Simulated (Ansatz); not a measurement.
**BH2ClO (SMILES OBCl): the energy, rung by rung**

The species is BH2ClO (5 atoms), meant as a singlet with charge 0. SMILES: `OBCl`. Geometry: relaxed at PBE0-D4/def2-TZVP. This is one conformer, not always the lowest.

```xyz
5

O    -0.8633   -0.6186   -0.0029
B     0.3790   -0.1372    0.1379
Cl    0.7886    1.4960   -0.3953
H    -1.4777    0.0012   -0.4097
H     1.2233   -0.8151    0.6286
```

Each level gives the energy change with the B2–Cl3 bond stretched from 1.766 to 2.208 Å (eV). The values are calculated.

| level | kind | program | value (eV) | CPU time (all runs) |
| --- | --- | --- | --- | --- |
| B3LYP/STO-3G (restricted) | global hybrid | Ansatz | 1.12 | 2.3 s |
| PBE0/STO-3G (restricted) | global hybrid | Ansatz | 1.27 | 2.3 s |
| CAM-B3LYP/STO-3G (restricted) | range-separated hybrid | Ansatz | 1.26 | 2.6 s |
| wB97M-V/STO-3G (restricted) | range-separated hybrid | Ansatz | ? | 37 s |
| wB97X/STO-3G (restricted) | range-separated hybrid | Ansatz | ? | 9.7 s |
| B2PLYP/STO-3G (restricted) | double hybrid | Ansatz | 1.19 | 3.1 s |
| CCSD/STO-3G (restricted) | coupled cluster or CI | Ansatz | 1.19 | 0.34 s |
| CCSDT(Q)/STO-3G (restricted) | coupled cluster or CI | Ansatz | 1.15 | 0.8 s |
| FCI/STO-3G | exact in the basis | Ansatz | 1.16 | 36 s |

Estimate what the levels marked ? give.

As computed at these levels: wB97M-V/STO-3G (restricted): 1.28 eV; wB97X/STO-3G (restricted): 1.31 eV. The first shape isn't each level's own minimum. The values span 1.12 to 1.31 eV. All rows use very small basis sets, so even the best lies far from the true value. Times are those of the runs behind each value, whatever else they computed, on shared processors of several kinds: orders of magnitude only.
